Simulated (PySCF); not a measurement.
NMR data simulated for an unnamed compound:

$^{1}$H NMR (500 MHz, computed): δ 2.13 (br s, 2H), 1.53 (br s, 1H), 0.92 (s, 9H).

$^{13}$C{$^{1}$H} NMR (computed): δ 51.2 (C), 26.9 (CH3).

Theory: J: B3LYP/pcJ-1 (spin–dipole term only in couplings to heteroatoms), σ from GIAO-PBE0/pcSseg-1, geometry from PBE0-D3(BJ)/def2-SVP, in PySCF 2.14.0 with density-fitted response routines (a single conformation, averaged over atoms made equivalent by symmetry, fast rotation or ring inversion, no solvent, non-relativistic).

δ = σ(ref) − σ, references computed at the same level: $^{1}$H (σref 31.27), $^{13}$C (σref 184.41) vs TMS.

Which of these does the molecule contain: a tert-butyl group, an S-methyl group, an NH or NH2 group, an N-methyl group, a heteroaromatic ring?

## Answers


- A tert-butyl group: yes (δC 26.9, 51.2; δH 0.92 (s)).
- An S-methyl group: no.
- An NH or NH2 group: yes (δH 1.53 (br s)).
- An N-methyl group: no.
- A heteroaromatic ring: no.

The data belong to tert-butylhydrazine (SMILES CC(C)(C)NN); they needn't prove each group on their own.

Carbon signals by region: 1 at 50–100 ppm, 1 below 50 ppm.

OH/NH shifts are gas-phase values; hydrogen bonding in solution moves them, usually downfield. Shifts are as computed. Against solution values, carbons near 30 ppm lie about +2 ppm off and those near 130 ppm about +5 ppm. Of 1313 compounds with measured shifts, 239 miss one by over three times the rms of a fit or turn the order of signals round; such compounds aren't used in these exercises.
